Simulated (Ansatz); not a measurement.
**B₂HCl+ (doublet): from Hartree-Fock to the top rungs, def2-TZVPP**

One table from this session's results is given with a row withheld; the runs are named, their logs left out.

Method: def2-TZVPP, core rule «outside noble gas», up to 7 orbitals frozen; program: Ansatz 0.2.0, Gaussian basis.

To be run: UHF; ROHF; CCSD(T) on UHF.

2 further runs of the same task are left out: 2 set aside as unsound or not needed.

### The geometry

The geometry is a PBE0/def2-TZVP stationary point (not a proven minimum) of the parent state, kept for this charge and spin.

4 atoms, charge 1, spin multiplicity 2.

Atoms are counted from 1 here; the program's logs count them from 0.

Bond lengths: B1–B2 1.516 Å, B1–H4 1.174 Å, B2–Cl3 1.678 Å. Angles: B2–B1–H4 180.0°, B1–B2–Cl3 180.0°.

Set-up of the first run:

The input, in.yaml:

```yaml
crystal:
  periodic: [false, false, false]
  atoms:
    - {symbol: B, position_ang: [0.000000, 0.000000, 0.883625]}
    - {symbol: B, position_ang: [0.000000, 0.000000, -0.631972]}
    - {symbol: Cl, position_ang: [0.000000, 0.000000, -2.309722]}
    - {symbol: H, position_ang: [0.000000, 0.000000, 2.058069]}
basis:
  gaussian: {orbitals: def2-TZVPP}
total_charge: 1
magnetization: {spin_polarized: true, initial_magnetization: 1}
hamiltonian: {xc: hf}
output: {orbitals: {seedname: orbitals}}
```

Command:

```bash
ansatz run in.yaml --threads 1 --pin off --events-out ev --progress --plain --max-ram 4096MiB --backend cpu
```

Among the steps run: UHF; ROHF; CCSD(T) on UHF.

One of the session's tables, all rows but one given; the rest of the session is left out.

```
  method  from UCCSD(T) (meV)
    ROHF             +10169.8
     UHF                    ?
    UMP2              +1427.0
   UCCSD               +438.9
UCCSD(T)                    0
```

Q: Estimate the row for UHF from the others.

**Answer.** from UCCSD(T) (meV): +10094.9. In the column «from UCCSD(T) (meV)» it lies between UMP2 (+1427.0) and ROHF (+10169.8).
